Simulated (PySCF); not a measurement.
Compound: cyclopropene, C3H4.
Structure used (PBE0-D3(BJ)/def2-SVP), in Å, numbered top down from 1:
```
atom  x, y, z in Å
C1    -0.5273    0.6691    0.1296
C2    -0.6389   -0.6049   -0.0845
C3     0.7636   -0.0732   -0.0492
H4    -0.9870    1.6372    0.3110
H5    -1.2583   -1.4887   -0.2129
H6     1.4056   -0.2754    0.8234
H7     1.3342    0.0340   -0.9859
```

Level: wB97X-D/def2-SVPD in PySCF, non-relativistic, on one gas-phase PBE0-D3(BJ)/def2-SVP geometry that isn't relaxed in the solvent. The solvent is an IEF-PCM continuum (Bondi radii, 1.10 Å for H, scaled by 1.2). The model holds no explicit solvent molecules, cavitation or dispersion.

Gas phase at wB97X-D/def2-SVPD: HOMO -9.08 eV, LUMO 1.93 eV, dipole 0.49 D.

Q: What does the continuum do to the energy, the frontier levels and the dipole at wB97X-D/def2-SVPD in tetrahydrofuran?

A: 
```json
{"solvent": "tetrahydrofuran", "ε": "7.426", "E(solvent) − E(gas) (kcal/mol)": "-1.27", "polarisation term (kcal/mol)": "-1.36", "distortion of the solute (kcal/mol)": "0.09", "HOMO (eV)": "-9.08", "LUMO (eV)": "1.97", "dipole (D)": "0.61"}
```

Polarisation term: ½ Σ q·V over the induced surface charges. Distortion: the rise of the solute's own energy as its density leaves the gas-phase optimum.

Q: How does the static polarisability (wB97X-D/def2-SVPD, frozen core, with the continuum's full static response) change?

A: 
```csv
medium,isotropic (au),principal values (au),⟨r²⟩ of the electrons (bohr²)
gas,33.7,"27.2, 36.8, 37.1",132.1
tetrahydrofuran,42.2,"33.9, 46.3, 46.4",131.9
```

The isotropic value in tetrahydrofuran is 1.25 times the gas-phase one; no cavity-field correction is applied. ⟨r²⟩ is taken about the centre of nuclear charge.

wB97X-D is run here without its empirical dispersion term; that term would change no orbital, density or response property at a fixed geometry.
